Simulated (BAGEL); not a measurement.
## How the cost of UHF grows with the basis: triplet C4H10S

The species is C4H10S (15 atoms), meant as a triplet with charge 0. SMILES of the parent species: `CSC(C)C`. The shape is that of a PBE0-D4/def2-TZVP optimisation. This is one conformer, not always the lowest. That shape belongs to the parent species and isn't relaxed for this state.

UHF (density fitting with qzvpp-jkfit), energy, BAGEL 1.2.2, on 1 thread of Intel Xeon at 2.30GHz, shared host. N is the number of basis functions, t the processor time.

| basis | N | t (s) | ln N | ln t |
| --- | --- | --- | --- | --- |
| 6-31G | 69 | 4 | 4.234 | 1.386 |
| 6-31G(d) | 94 | 5.2 | 4.543 | 1.649 |
| 6-31G(d,p) | 124 | 7.1 | 4.820 | 1.960 |
| 6-311G(d,p) | 158 | 10 | 5.063 | 2.303 |
| 6-311++G(d,p) | 188 | 14 | 5.236 | 2.639 |
| 6-311++G(2d,2p) | 243 | 21 | 5.493 | 3.045 |
| 6-311++G(3df,3pd) | 383 | ? | 5.948 | ? |

**Question.** Fit t = C·Nᵖ to the known rows and estimate the time in 6-311++G(3df,3pd).

**Answer.** 
1. Means of the 6 rows: ln N = 4.89817, ln t = 2.1637.
2. Σ(Δln N)² = 1.0685, Σ(Δln N·Δln t) = 1.423, so the slope is 1.423/1.0685 = 1.3318.
3. Intercept: 2.1637 − (1.3318) × 4.89817 = -4.3597. The largest residual of the fit is 0.107.
4. ln t = -4.3597 + 1.3318 × 5.948, so t ≈ 35 s.

The run took 42 s, so the estimate is too short by a factor of about 1.2. The fitted power is 1.3, with the electron count fixed. So low a power shows that fixed costs still weigh.
